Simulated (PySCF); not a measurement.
Bond stretch in CH, doublet.

UMP2 = PySCF 2.14.0 with MP2 on UHF/cc-pVTZ, 1 core orbital frozen; ROKS-PBE0 = restricted open-shell PBE0/cc-pVTZ (PySCF 2.14.0); UCCSD(T) = CCSD(T) on UHF/cc-pVTZ, 1 core orbital frozen (PySCF 2.14.0).

Energies are in kJ/mol, each relative to the lowest point of its own curve near equilibrium.

```json
[
 {"R / Å": "0.89", "UMP2": "112.2", "ROKS-PBE0": "120.7", "UCCSD(T)": "118.5"},
 {"R / Å": "0.95", "UMP2": "52.1", "ROKS-PBE0": "58.7", "UCCSD(T)": "57.0"},
 {"R / Å": "1.01", "UMP2": "18.0", "ROKS-PBE0": "22.4", "UCCSD(T)": "21.3"},
 {"R / Å": "1.05", "UMP2": "5.9", "ROKS-PBE0": "8.8", "UCCSD(T)": "8.2"},
 {"R / Å": "1.09", "UMP2": "0.3", "ROKS-PBE0": "1.8", "UCCSD(T)": "1.5"},
 {"R / Å": "1.13", "UMP2": "0.0", "ROKS-PBE0": "0.0", "UCCSD(T)": "0.0"},
 {"R / Å": "1.15", "UMP2": "1.4", "ROKS-PBE0": "0.7", "UCCSD(T)": "0.8"},
 {"R / Å": "1.20", "UMP2": "8.8", "ROKS-PBE0": "6.4", "UCCSD(T)": "6.7"},
 {"R / Å": "1.24", "UMP2": "17.9", "ROKS-PBE0": "14.1", "UCCSD(T)": "14.4"},
 {"R / Å": "1.29", "UMP2": "32.1", "ROKS-PBE0": "26.7", "UCCSD(T)": "26.8"},
 {"R / Å": "1.38", "UMP2": "63.1", "ROKS-PBE0": "55.1", "UCCSD(T)": "54.4"},
 {"R / Å": "1.53", "UMP2": "126.1", "ROKS-PBE0": "110.5", "UCCSD(T)": "106.5"}
]
```

At the longest distance, 1.53 Å, UMP2 lies highest above its minimum (126.1 kJ/mol) and UCCSD(T) lowest (106.5 kJ/mol).

The scan ran from 0.89 to 4.54 Å; beyond the distances shown one of the unrestricted levels run for this scan, shown here or not, changes its spin distribution in one step. The unrestricted determinant behind UMP2, UCCSD(T) is spin-contaminated at 0.89 to 1.53 Å (<S²> up to 1.2, against 0.75 for a pure doublet).
